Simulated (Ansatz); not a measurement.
A nudged elastic band was laid between two geometries of C4H6O2 (12 atoms, charge 0, multiplicity 1).

All numbers below come from RKS B3LYP/6-31G* (Ansatz).

```
movable images  : 9
climbing image  : yes
spring          : 5.0 eV/Å²
optimiser       : quadratic models (default)
start path      : through a guess of the saddle point
force threshold : 0.2 eV/Å
iteration limit : 60
end points      : relaxed
```

Image 0:

```xyz
12
Properties=species:S:1:pos:R:3
C -2.626 0.629 1.323
C -1.661 0.067 0.864
O -0.629 -0.592 0.399
C 0.470 0.227 -0.120
C 1.615 -0.743 -0.343
O 0.084 0.922 -1.258
H -3.483 1.125 1.710
H 0.699 0.988 0.630
H 1.320 -1.513 -1.065
H 2.481 -0.202 -0.733
H 1.892 -1.239 0.591
H -0.084 0.274 -1.964
```

Image 10:

```xyz
12
Properties=species:S:1:pos:R:3
C -2.580 0.644 1.062
C -1.574 0.002 0.867
O -0.478 -0.665 0.631
C 0.521 0.113 -0.138
C 1.692 -0.813 -0.361
O 0.006 0.515 -1.358
H -3.483 1.165 1.274
H 0.770 0.970 0.503
H 1.373 -1.659 -0.976
H 2.489 -0.275 -0.880
H 2.069 -1.183 0.596
H -0.728 1.130 -1.186
```

(1) What changes between the two ends?

(2) What energy profile does the band end with?

(3) What is the geometry of the highest image?

The band took 5 iterations and about 5 core-minutes.

## Answers

(1) No bond is made or broken. The dihedral O3–C4–O6–H12 goes from -66 to 65°.

(2) It converged. The highest image is number 5 of 0 to 10, 0.145 eV above the first end and 0.185 eV above the last; the last end lies 0.040 eV below the first. The threshold of 0.2 eV/Å is loose, so the images may lie well off the minimum-energy path. Another band between the same ends (9 images) ends at a top of the same energy, where a vibrational analysis finds 1 clearly imaginary mode.

```json
{"image": "0", "path coordinate (Å)": "0.00", "energy (eV)": "0.000", "dihedral O3–C4–O6–H12 (°)": "-66"}
{"image": "1", "path coordinate (Å)": "0.21", "energy (eV)": "0.003", "dihedral O3–C4–O6–H12 (°)": "-62"}
{"image": "2", "path coordinate (Å)": "0.43", "energy (eV)": "0.022", "dihedral O3–C4–O6–H12 (°)": "-52"}
{"image": "3", "path coordinate (Å)": "0.64", "energy (eV)": "0.065", "dihedral O3–C4–O6–H12 (°)": "-36"}
{"image": "4", "path coordinate (Å)": "0.85", "energy (eV)": "0.118", "dihedral O3–C4–O6–H12 (°)": "-19"}
{"image": "5", "path coordinate (Å)": "1.06", "energy (eV)": "0.145", "dihedral O3–C4–O6–H12 (°)": "1"}
{"image": "6", "path coordinate (Å)": "1.28", "energy (eV)": "0.111", "dihedral O3–C4–O6–H12 (°)": "21"}
{"image": "7", "path coordinate (Å)": "1.49", "energy (eV)": "0.039", "dihedral O3–C4–O6–H12 (°)": "39"}
{"image": "8", "path coordinate (Å)": "1.71", "energy (eV)": "-0.019", "dihedral O3–C4–O6–H12 (°)": "56"}
{"image": "9", "path coordinate (Å)": "1.92", "energy (eV)": "-0.037", "dihedral O3–C4–O6–H12 (°)": "65"}
{"image": "10", "path coordinate (Å)": "2.14", "energy (eV)": "-0.040", "dihedral O3–C4–O6–H12 (°)": "65"}
```

(3) 
```xyz
12
Properties=species:S:1:pos:R:3
C -2.596 0.629 1.197
C -1.621 0.043 0.794
O -0.579 -0.632 0.373
C 0.531 0.176 -0.124
C 1.690 -0.769 -0.327
O 0.180 0.819 -1.323
H -3.467 1.160 1.500
H 0.740 0.935 0.641
H 1.404 -1.552 -1.036
H 2.536 -0.214 -0.742
H 1.993 -1.229 0.619
H -0.735 0.580 -1.539
```

Run time: 2.3 min on 2 threads of Arm Neoverse V1 (shared host), peak memory 0.22 GiB.
